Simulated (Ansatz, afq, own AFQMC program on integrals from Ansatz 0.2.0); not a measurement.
AFQMC on a folder of integrals that Ansatz 0.2.0 wrote.

```yaml
crystal:
  periodic: [false, false, false]
  atoms:
    - {symbol: Al, position_ang: [0.000000, 0.000000, 0.000000]}
basis:
  gaussian: {orbitals: cc-pVQZ}
magnetization: {spin_polarized: true, initial_magnetization: 1}
correlation: {method: ccsd_t, electrons: outside_noble_gas, hamiltonian_folder: ham}
```

```sh
$ ansatz run in.yaml --threads 1 --pin off --events-out ev --progress --plain --max-ram 1843MiB
```

Options of the walk:

```
--method phaseless --trial cisd --walkers 60 --populations 1 --least-time 40 --time-step 0.005 --steps-per-block 50 --equilibration-blocks 28 --max-blocks 300 --target-error 0.00021 --factor-cut 1e-05 --start spin_pure --seed 7789 --release-times 0.24,0.51,0.99,1.62,2.4 --release-step 0.03 --release-every 4 --taylor-order 6
```

Times are imaginary, in 1/Eh. The walk had a cap of 1876 s.

```
orbitals 54  electrons 2 1  factors 350 of 354
reference energy -241.88041280 Eh
CCSD correlation -0.05198810 Eh in 10 cycles, weight of the determinant in the CISD state 0.9310
energy of the start -241.932356 Eh
 block  time / (1/Eh)  mean weight  energy / Eh
     1     0.250  1.0002  -241.932445
     2     0.500  1.0004  -241.932600
     3     0.750  0.9992  -241.932729
     4     1.000  0.9998  -241.932830
     5     1.250  0.9996  -241.933075
     7     1.750  1.0004  -241.933419
     9     2.250  1.0008  -241.933567
    13     3.250  0.9999  -241.933125
    21     5.250  1.0009  -241.933915
    29     7.250  0.9994  -241.934427
    37     9.250  0.9996  -241.933751
    45    11.250  0.9996  -241.933694
    53    13.250  1.0001  -241.933526
    61    15.250  0.9976  -241.933522
    69    17.250  0.9999  -241.933386
    77    19.250  1.0000  -241.934137
    85    21.250  1.0015  -241.935851
    93    23.250  1.0001  -241.933057
   101    25.250  1.0014  -241.933742
   109    27.250  0.9996  -241.934426
   117    29.250  1.0000  -241.933980
   125    31.250  0.9952  -241.934778
   133    33.250  0.9998  -241.933692
   141    35.250  1.0002  -241.933150
   145    36.250  1.0005  -241.932625
   149    37.250  0.9989  -241.932995
   157    39.250  1.0001  -241.934666
   165    41.250  0.9994  -241.934999
   173    43.250  0.9994  -241.933549
   181    45.250  1.0006  -241.933731
   185    46.250  0.9996  -241.933762
blocks merged  error / Eh  count
     1  0.000057  160
     2  0.000071  80
     4  0.000090  40
     8  0.000115  20
    16  0.000134  10
released: time / (1/Eh)  energy / Eh  error  mean overlap
  0.24  -241.933954  0.000094  1.0005
  0.51  -241.933960  0.000088  1.0033
  0.99  -241.933985  0.000104  0.9955
  1.62  -241.934182  0.000095  0.9964
  2.40  -241.934239  0.000134  0.9713
energy -241.933937 +/- 0.000115 Eh
(rows thinned)
```

Problem. Estimate how long the walk took on 1 thread of Arm Neoverse V1, with other jobs on the host.

Solution. 4.6 min of wall time.

The run failed at least one of its tests; the cautions name the faults.

Against this walk (error 3.1 meV) on the same determinant: CCSD(T) 7.2 meV higher, full CI 5.3 meV lower (within the noise). The error is statistical and leaves out the bias of the constraint. The released energies are still falling (meV from the phaseless value at times in 1/Eh: 0 ± 3 at 0.24, -0.6 ± 2.4 at 0.51, -1 ± 3 at 0.99, -7 ± 3 at 1.62, -8 ± 4 at 2.40), so they give no level.

Cautions: constraint bias not in the error; error not settled.

A walk keeps the symmetry of its determinant, which the program's search chose and which needn't be the lowest solution, so a lower state of the same spin and another symmetry isn't excluded.
